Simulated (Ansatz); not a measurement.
`N#C[SiH3]` + H• → `N#C[SiH2]`• + H₂  (hydrogen abstraction from the Si–H bond)

Isolated molecules relaxed with PBE0-D4/def2-TZVP in Ansatz; ΔE leaves out vibrations. CCSD(T)/CBS adds triple-zeta CCSD(T) − MP2 to the extrapolated MP2 energy (def2 sets, frozen cores). This one scheme is used for every species, atoms too. DFT in def2-TZVPP. HSE06 is defined as in plane-wave codes. No spin–orbit coupling; open shells (•) take unrestricted orbitals.

(1) Is it downhill or uphill in electronic energy at CCSD(T)/CBS, and by how much? (Best estimate.)

(2) What do these levels give: PBE0-D4, ωB97X-V, B2PLYP, BLYP, HSE06, BHLYP, LC-ωPBE, HF/def2-TZVPP, SCS-MP2/def2-TZVPP, CCSD(T)/def2-TZVPP, MP2/def2-QZVPP, MP2/CBS(def2)? (An estimate is asked.)

Largest T1 diagnostic among the species: 0.027.

Answers

(1) Computed: Downhill: ΔE = -0.55 eV.

(2) Computed: PBE0-D4 -0.58, ωB97X-V -0.48, B2PLYP -0.59, BLYP -0.76, HSE06 -0.58, BHLYP -0.58, LC-ωPBE -0.52, HF/def2-TZVPP -0.32, SCS-MP2/def2-TZVPP -0.32, CCSD(T)/def2-TZVPP -0.56, MP2/def2-QZVPP -0.29, MP2/CBS(def2) -0.28 eV.

At CCSD(T), def2-SVP lies +0.06 eV from the extrapolated value and def2-TZVPP −0.01 eV. From PBE to PBE0 (25 % exact exchange), in def2-TZVPP and without D4, ΔE moves by +0.07 eV. Leaving LDA and LC-ωPBE aside and taking each functional with its dispersion term where it has one, the values, not all of them listed here, spread over 0.28 eV, from BLYP-D4 to ωB97X-V. LDA lies +0.04 eV from PBE without D4.
